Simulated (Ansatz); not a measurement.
## BS⁺, triplet in cc-pVTZ: errors against UCCSDT(Q)

Geometry: a PBE0/def2-TZVP stationary point for this spin.

```yaml
atoms:
  - { symbol: B, position_ang: [0.0000, 0.0000, 0.0000] }
  - { symbol: S, position_ang: [0.0000, 0.0000, 1.7033] }
```

Basis cc-pVTZ; Ansatz 0.2.0. Correlated methods freeze the noble-gas cores, which leaves 8 electrons in 58 orbitals. R marks a restricted (for open shells ROHF) determinant, U an unrestricted one. Active spaces: pair = (4e, 4o) about the gap; valence = (8e, 8o) chosen from the atoms' valence shells.

Full CI isn't at hand for all of this; UCCSDT(Q) serves as the reference, and is uncertain by about the last step of the cluster series. The frozen core follows each run's orbitals, which can shift R against U totals by a few meV.

For open shells CISD is restricted-active-space CI with the open shells as a complete middle space.

* UHF ⟨S²⟩: 2.019
* T1 diagnostic (RCCSD): 0.0290
* largest doubles amplitude (RCCSD): 0.075
* T1 diagnostic (UCCSD): 0.0268

```tsv
level	E − E(RHF) (eV)
UHF	-0.1406
RMP2	-4.9974
UMP2	-4.9681
RCCSD	-5.7007
UCCSD	-5.7050
RCCSD(T)	-6.0110
UCCSD(T)	-6.0099
```

**Question.** Estimate how far UCCSDT(Q) in cc-pVTZ lies from RCCSD(T). The table doesn't fix it; the size of (T) and the diagnostics are the guide.

**Answer.** UCCSDT(Q) in cc-pVTZ lies 6.1 kJ/mol below RCCSD(T), which is 20 % of the (T) step (-29.9 kJ/mol). The diagnostics are small and the rest is a small part of (T), but (T) is large here. The miss exceeds 1 kcal/mol.

The other levels:

```
                   level  E − E(UCCSDT(Q)) (kJ/mol)  share of correlation (%)  wall time
                    CISD                       64.4                     89.01      3.2 s
                 BCCD(T)                        6.2                     98.94      3.1 s
                  RCCSDT                        2.0                     99.66          –
                  UCCSDT                        1.9                     99.68          –
               RCCSDT(Q)                        0.4                     99.94       66 s
  CASSCF (valence space)                      405.4                     30.83          –
  NEVPT2 (valence space)                       89.1                     84.79      4.1 s
  MRCISD (valence space)                       29.0                     95.05          –
MRCISD+Q (valence space)                        4.2                     99.28        6 s
```

The correlation energy at UCCSDT(Q), counted from RHF, is -6.074 eV. That run took 60 s on 1 thread of Arm Neoverse V1, shared host.

Run but not shown, since their state or frozen core can't be matched to the reference's or they repeat it: CASSCF (pair space), NEVPT2 (pair space), MRCISD (pair space), MRCISD+Q (pair space).

Times hold each run's SCF and search for its determinant on a shared host, so for small cases they say little of a method's own cost; they ran on 1 thread of Arm Neoverse V1.

Natural occupations of CASSCF (valence space) about the gap: 1.989 1.955 1.954 1.001 0.993 0.052 0.028 0.027; effectively unpaired electrons, Σ n²(2−n)², 2.03.
